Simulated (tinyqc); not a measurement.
Inside a calculation. Method: UHF in the sto-3g basis, for OH-, spin multiplicity 1. The basis has no diffuse functions, so it cannot describe the extra electron: this is an exercise in the method, not the real anion. One step of it, computed by the program tinyqc.

Task: Iteration 2: building the Fock matrix. J_ij = sum D_kl (ij|kl) with D = D(alpha) + D(beta), K_ij = sum D_kl (ik|jl) for each spin; F = H + J - K(s); E = tr D H + tr D J / 2 - 0.5 sum_s tr D(s) K(s) + E_nn.

D(alpha) after iteration 1, order 1O 1s, 1O 2s, 1O 2px, 1O 2py, 1O 2pz, 2H 1s:
$$\begin{pmatrix}
1.059873 & -0.257369 & 0.021043 & 0.029692 & 0.010042 & 0.025236 \\
-0.257369 & 1.122732 & -0.123748 & -0.174615 & -0.037717 & -0.215829 \\
0.021043 & -0.123748 & 0.856641 & -0.202287 & -0.215571 & 0.293086 \\
0.029692 & -0.174615 & -0.202287 & 0.714563 & -0.304182 & 0.413560 \\
0.010042 & -0.037717 & -0.215571 & -0.304182 & 0.805175 & 0.032036 \\
0.025236 & -0.215829 & 0.293086 & 0.413560 & 0.032036 & 0.692215
\end{pmatrix}$$

D(beta) after iteration 1, order 1O 1s, 1O 2s, 1O 2px, 1O 2py, 1O 2pz, 2H 1s:
$$\begin{pmatrix}
1.059873 & -0.257369 & -0.021043 & -0.029692 & 0.010042 & 0.025236 \\
-0.257369 & 1.122732 & 0.123748 & 0.174615 & -0.037717 & -0.215829 \\
-0.021043 & 0.123748 & 0.856641 & -0.202287 & 0.215571 & -0.293086 \\
-0.029692 & 0.174615 & -0.202287 & 0.714563 & 0.304182 & -0.413560 \\
0.010042 & -0.037717 & 0.215571 & 0.304182 & 0.805175 & 0.032036 \\
0.025236 & -0.215829 & -0.293086 & -0.413560 & 0.032036 & 0.692215
\end{pmatrix}$$

core Hamiltonian H = T + V (hartree), order 1O 1s, 1O 2s, 1O 2px, 1O 2py, 1O 2pz, 2H 1s:
$$\begin{pmatrix}
-32.070265 & -7.458793 & 0.000000 & 0.000000 & -0.010516 & -1.051640 \\
-7.458793 & -8.697283 & 0.000000 & 0.000000 & -0.129799 & -2.454851 \\
0.000000 & 0.000000 & -6.877866 & 0.000000 & 0.000000 & 0.000000 \\
0.000000 & 0.000000 & 0.000000 & -6.877866 & 0.000000 & 0.000000 \\
-0.010516 & -0.129799 & 0.000000 & 0.000000 & -6.955914 & -1.857873 \\
-1.051640 & -2.454851 & 0.000000 & 0.000000 & -1.857873 & -4.047857
\end{pmatrix}$$

Two-electron integrals (ij|kl) in chemists' order, unique and non-zero (hartree):
```
(11|11) 4.785065   (21|11) 0.741380   (21|21) 0.136873   (22|11) 1.118947
(22|21) 0.256633   (22|22) 0.817206   (31|31) 0.024477   (32|31) 0.037809
(32|32) 0.180518   (33|11) 1.115814   (33|21) 0.256684   (33|22) 0.817023
(33|33) 0.880159   (41|41) 0.024477   (42|41) 0.037809   (42|42) 0.180518
(43|43) 0.047444   (44|11) 1.115814   (44|21) 0.256684   (44|22) 0.817023
(44|33) 0.785270   (44|44) 0.880159   (51|51) 0.024477   (52|51) 0.037809
(52|52) 0.180518   (53|53) 0.047444   (54|54) 0.047444   (55|11) 1.115814
(55|21) 0.256684   (55|22) 0.817023   (55|33) 0.785270   (55|44) 0.785270
(55|55) 0.880159   (61|11) 0.104777   (61|21) 0.019200   (61|22) 0.035833
(61|33) 0.035763   (61|44) 0.035763   (61|51) 0.000872   (61|52) 0.001647
(61|55) 0.035978   (61|61) 0.002727   (62|11) 0.279096   (62|21) 0.064921
(62|22) 0.231890   (62|33) 0.227778   (62|44) 0.227778   (62|51) 0.004873
(62|52) 0.038722   (62|55) 0.239885   (62|61) 0.009302   (62|62) 0.084514
(63|31) 0.006491   (63|32) 0.038874   (63|53) 0.007844   (63|63) 0.011472
(64|41) 0.006491   (64|42) 0.038874   (64|54) 0.007844   (64|64) 0.011472
(65|11) 0.211319   (65|21) 0.049754   (65|22) 0.189746   (65|33) 0.181334
(65|44) 0.181334   (65|51) 0.009739   (65|52) 0.068535   (65|55) 0.206352
(65|61) 0.007413   (65|62) 0.084085   (65|65) 0.094187   (66|11) 0.447383
(66|21) 0.105727   (66|22) 0.435032   (66|33) 0.418348   (66|44) 0.418348
(66|51) 0.009449   (66|52) 0.105846   (66|55) 0.467870   (66|61) 0.015245
(66|62) 0.208153   (66|65) 0.236394   (66|66) 0.774606
```

nuclear repulsion = 3.64008400 hartree

Give: Coulomb J; exchange K(alpha); exchange K(beta); F(alpha); F(beta); total energy of this density.

Result:

Coulomb J (hartree), order 1O 1s, 1O 2s, 1O 2px, 1O 2py, 1O 2pz, 2H 1s:
$$\begin{pmatrix}
17.6117 & 3.3255 & 0.0000 & 0.0000 & 0.0055 & 0.4672 \\
3.3255 & 8.2558 & 0.0000 & 0.0000 & 0.0963 & 2.3688 \\
0.0000 & 0.0000 & 8.2397 & -0.0384 & 0.0000 & 0.0000 \\
0.0000 & 0.0000 & -0.0384 & 8.2128 & 0.0000 & 0.0000 \\
0.0055 & 0.0963 & 0.0000 & 0.0000 & 8.2913 & 1.9825 \\
0.4672 & 2.3688 & 0.0000 & 0.0000 & 1.9825 & 4.7933
\end{pmatrix}$$

exchange K(alpha) (hartree), order 1O 1s, 1O 2s, 1O 2px, 1O 2py, 1O 2pz, 2H 1s:
$$\begin{pmatrix}
4.9007 & 0.8330 & -0.0001 & -0.0001 & 0.0012 & 0.1229 \\
0.8330 & 1.3236 & -0.0391 & -0.0552 & -0.0145 & 0.4039 \\
-0.0001 & -0.0391 & 1.0272 & -0.1684 & -0.1241 & 0.0531 \\
-0.0001 & -0.0552 & -0.1684 & 0.9089 & -0.1751 & 0.0749 \\
0.0012 & -0.0145 & -0.1241 & -0.1751 & 1.0417 & 0.3511 \\
0.1229 & 0.4039 & 0.0531 & 0.0749 & 0.3511 & 0.6429
\end{pmatrix}$$

exchange K(beta) (hartree), order 1O 1s, 1O 2s, 1O 2px, 1O 2py, 1O 2pz, 2H 1s:
$$\begin{pmatrix}
4.9007 & 0.8330 & 0.0001 & 0.0001 & 0.0012 & 0.1229 \\
0.8330 & 1.3236 & 0.0391 & 0.0552 & -0.0145 & 0.4039 \\
0.0001 & 0.0391 & 1.0272 & -0.1684 & 0.1241 & -0.0531 \\
0.0001 & 0.0552 & -0.1684 & 0.9089 & 0.1751 & -0.0749 \\
0.0012 & -0.0145 & 0.1241 & 0.1751 & 1.0417 & 0.3511 \\
0.1229 & 0.4039 & -0.0531 & -0.0749 & 0.3511 & 0.6429
\end{pmatrix}$$

F(alpha) (hartree), order 1O 1s, 1O 2s, 1O 2px, 1O 2py, 1O 2pz, 2H 1s:
$$\begin{pmatrix}
-19.3593 & -4.9663 & 0.0001 & 0.0001 & -0.0062 & -0.7073 \\
-4.9663 & -1.7651 & 0.0391 & 0.0552 & -0.0189 & -0.4899 \\
0.0001 & 0.0391 & 0.3346 & 0.1301 & 0.1241 & -0.0531 \\
0.0001 & 0.0552 & 0.1301 & 0.4260 & 0.1751 & -0.0749 \\
-0.0062 & -0.0189 & 0.1241 & 0.1751 & 0.2937 & -0.2265 \\
-0.7073 & -0.4899 & -0.0531 & -0.0749 & -0.2265 & 0.1026
\end{pmatrix}$$

F(beta) (hartree), order 1O 1s, 1O 2s, 1O 2px, 1O 2py, 1O 2pz, 2H 1s:
$$\begin{pmatrix}
-19.3593 & -4.9663 & -0.0001 & -0.0001 & -0.0062 & -0.7073 \\
-4.9663 & -1.7651 & -0.0391 & -0.0552 & -0.0189 & -0.4899 \\
-0.0001 & -0.0391 & 0.3346 & 0.1301 & -0.1241 & 0.0531 \\
-0.0001 & -0.0552 & 0.1301 & 0.4260 & -0.1751 & 0.0749 \\
-0.0062 & -0.0189 & -0.1241 & -0.1751 & 0.2937 & -0.2265 \\
-0.7073 & -0.4899 & 0.0531 & 0.0749 & -0.2265 & 0.1026
\end{pmatrix}$$

total energy of this density = -73.805173 hartree
